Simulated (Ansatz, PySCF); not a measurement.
System: C$_{2}$H$_{3}$O, charge 0, multiplicity 2. It need not be the lowest isomer of its formula. 
Structure (B3LYP-D3(BJ)/def2-TZVP (Ansatz, an electronic-structure program) minimum search):
SMILES: C1O[CH]1
```xyz
6

C     -0.0023     0.7447    -0.3759
O      0.0458     0.0944     0.8207
C      0.0483    -0.6990    -0.4192
H     -0.7822     1.4623    -0.6108
H     -0.8485    -1.2960    -0.5529
H      0.9884    -1.1956    -0.6312
```
Charge 0, spin multiplicity 2.

Quantity: atomisation energy (electronic, to ground-state atoms), in kcal/mol. Valence correlation only, unless marked. Open shells are spin-unrestricted. No spin-orbit coupling. No relativistic terms. The coupled-cluster limit lacks core correlation, which all-electron functionals hold. Basis-set limits of correlation are two-point, X^-3; Hartree-Fock from the larger set. The bracket is a focal-point correction in the basis named.

| level | program | atomisation energy (kcal/mol) |
|---|---|---|
| SVWN5/def2-TZVPD | Ansatz | 639.3 |
| PBE0/STO-3G | Ansatz | 619.5 |
| r2SCANh/def2-TZVPD | Ansatz | 541.5 |
| MN15-D3(BJ)/def2-TZVPD | PySCF + dftd3 | 544.3 |
| B2PLYP/def2-TZVPD | Ansatz | 534.7 |
| MP2/6-31G | Ansatz | 438.8 |
| RI-MP2/CBS(cc-pVTZ,cc-pVQZ)+[CCSD(T)-MP2]/cc-pVTZ | Ansatz | 538.9 |
